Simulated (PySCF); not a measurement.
# AlHCl2 (SMILES [H][Al]([Cl])[Cl]) at r2SCAN/STO-6G

Aim: the energy change on altering one bond length of AlHCl2 at r2SCAN/STO-6G, from 2 runs. Input form: a Python script.

The calculation is run with PySCF 2.14.0.

11 further runs of the same task are left out: 11 set aside as unsound or not needed.

### Step 1. Starting point

The species is AlHCl2 (4 atoms), meant as a singlet with charge 0. SMILES: `[H][Al]([Cl])[Cl]`. The shape comes from GFN2-xTB, which is rough for such elements, and wasn't checked as a minimum.

Bond lengths: Al1–Cl2 2.022 Å, Al1–Cl3 2.023 Å, Al1–H4 1.522 Å. Angles: Cl2–Al1–Cl3 124.1°, Cl2–Al1–H4 118.0°, Cl3–Al1–H4 117.9°.

### Step 2. The energy at r2SCAN/STO-6G

The input, mol.xyz:

```xyz
4

Al    -0.047750    -0.080660    -0.000420
Cl     1.971850    -0.182600     0.014280
Cl    -1.095680     1.649890    -0.015830
H     -0.828410    -1.386630     0.001980
```

The input, input.py:

```python
from pyscf import gto, dft

molecule = gto.Mole()
molecule.atom = 'mol.xyz'
molecule.verbose = 3
molecule.max_memory = 1860
molecule.basis = 'sto-6g'
molecule.build()

ks = dft.RKS(molecule, xc='r2scan')
ks.conv_tol = 1e-10
ks.grids.level = 5
ks.kernel()
if not ks.converged:
    ks = ks.newton().run(ks.mo_coeff, ks.mo_occ)

etot = ks.e_tot
print(f'total energy: {etot:.8f} hartree')
```

On the command line:

```bash
$ OMP_NUM_THREADS=1 python input.py
```

Output:

```text
converged SCF energy = -1159.45125255245
total energy: -1159.45125255 hartree
```

It took 4.5 s on 1 thread of Arm Neoverse V2, shared host; peak memory 0.24 GiB.

### Step 3. The distorted shape at the same level

The input, calc.py:

```python
from pyscf import gto, dft

mol = gto.M(
    atom='''
Al       0.108376       0.180523      -0.000900
Cl       2.127976       0.078583       0.013800
Cl      -0.939554       1.911073      -0.016310
H       -0.828410      -1.386630       0.001980
''',
    charge=0,
    max_memory=1860,
    spin=0,
    verbose=3,
    basis='sto-6g',
)

myscf = dft.RKS(mol)
myscf.xc = 'r2scan'
myscf.conv_tol = 1e-10
myscf.grids.level = 5
myscf.kernel()
if not myscf.converged:
    myscf = myscf.newton().run(myscf.mo_coeff, myscf.mo_occ)

e_final = myscf.e_tot
print('E(%s) = %.9f' % ('R2SCAN', e_final))
```

On the command line:

```bash
$ OMP_NUM_THREADS=1 python calc.py
```

Output:

```text
converged SCF energy = -1159.41873725712
E(R2SCAN) = -1159.418737257
```

Run time: 4.8 s. Hardware: 1 thread of Arm Neoverse V2, shared host; peak memory 0.23 GiB.

### Step 4. Results

At r2SCAN/STO-6G:

```
                                                          quantity           value
                                         first shape: total energy  -1159.45125 Eh
                                        first shape: dipole moment          1.72 D
                                          first shape: HOMO energy        -5.91 eV
                                          first shape: LUMO energy         2.13 eV
                                        first shape: HOMO–LUMO gap         8.04 eV
                                     distorted shape: total energy  -1159.41874 Eh
                                    distorted shape: dipole moment          1.45 D
                                      distorted shape: HOMO energy        -5.58 eV
                                      distorted shape: LUMO energy         2.09 eV
                                    distorted shape: HOMO–LUMO gap         7.68 eV
energy change with the Al1–H4 bond stretched from 1.522 to 1.826 Å        0.885 eV
```

With the Al1–H4 bond stretched from 1.522 to 1.826 Å the energy rises by 0.88 eV (20.4 kcal/mol). The first shape isn't relaxed at this level, so the change isn't measured from a minimum. The minimal basis adds a large error of its own.
